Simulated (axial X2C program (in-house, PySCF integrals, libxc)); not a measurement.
# Ionising PH

Calculated with an axial X2C code built on PySCF integrals, spin-free (one-electron X2C) or two-component (2c: spin–orbit coupling with atomic mean-field Coulomb and Gaunt terms, which also bring small scalar terms), in Dyall basis sets with cores contracted in-house; open shells are unrestricted.

Basis sets: H dyall-v3z, P dyall-v3z. Frozen shells (counts by l): PH P 2s1p, H none, 6 electrons correlated; PH⁺ P 2s1p, H none, 5 electrons correlated. Where the outer core of a metal is frozen, bonds come out longer and ionisation energies lower.

| Hamiltonian | level | PH state | Re (Å) | ωe (cm⁻¹) | De (eV) |
| --- | --- | --- | --- | --- | --- |
| spin-free | HF | M_S = 1, Λ = 0 | 1.414 | 2488.5 | 2.21 |
| spin-free | PBE0 | M_S = 1, Λ = 0 | 1.431 | 2364.2 | 3.17 |
| spin-free | MP2 | M_S = 1, Λ = 0 | 1.421 | 2423.0 | 2.85 |
| 2c | HF | Ω = 1 | 1.415 | 2487.9 | 2.21 |
| 2c | PBE0 | Ω = 1 | 1.431 | 2363.6 | 3.17 |
| 2c | MP2 | Ω = 1 | 1.421 | 2422.5 | 2.85 |

Adiabatic ionisation energy (minimum to minimum, no zero-point term) and constants of PH⁺:

```csv
Hamiltonian,level,PH⁺ state,IE (eV),Re (Å),ωe (cm⁻¹),De (eV),fragments
spin-free,HF,"M_S = 1/2, Λ = 1",9.75,1.415,2522.0,2.36,P+ + H
spin-free,PBE0,"M_S = 1/2, Λ = 1",10.33,1.438,2359.8,3.36,P+ + H
spin-free,MP2,"M_S = 1/2, Λ = 1",10.12,1.423,2446.6,3.20,P+ + H
2c,HF,Ω = 1/2,9.73,1.415,2521.4,2.38,P+ + H
2c,PBE0,Ω = 1/2,10.31,1.438,2359.3,3.38,P+ + H
2c,MP2,Ω = 1/2,10.10,1.423,2446.1,3.23,P+ + H
```

**Question.** Add the zero-point terms to the ionisation energy at MP2, 2c, and say whether the electron removed was bonding.

**Answer.** IE0 = IE + (ωe⁺ − ωe)/2 = 10.10 + (0.001) = 10.10 eV. Re changes by 0.002 Å, but the two determinants differ by more than one electron in one block, so no single orbital tells the change.

**Question.** Close the cycle De(PH⁺) + IE(PH) = De(PH) + IE(P) to find the atomic ionisation energy at MP2, 2c.

**Answer.** IE(P) = 3.23 + 10.10 − 2.85 = 10.48 eV, for the determinants used.

Each entry is the lowest single determinant of a limited PBE0 search at one distance. De goes to single-determinant-based atoms at the same level (for ions the charge split of lowest energy) and is withheld (n/a) where an atom does not fit its ground term or J level. Main or longest-lived isotopes. One determinant is a doubtful description, or other states lie close, for PH; these need not be ground states, and all values refer to the states named. Some open-shell Ω = 0 determinants are out of reach, so the Ω given for PH need not be the lowest component. With several unpaired electrons the Ω given is that of one determinant, not necessarily of the lowest component. Some light 2c atoms are not at their ground J level, so De misses part of their lowering (0.04 eV or less). The functionals have no current term, which raises determinants with orbital currents.
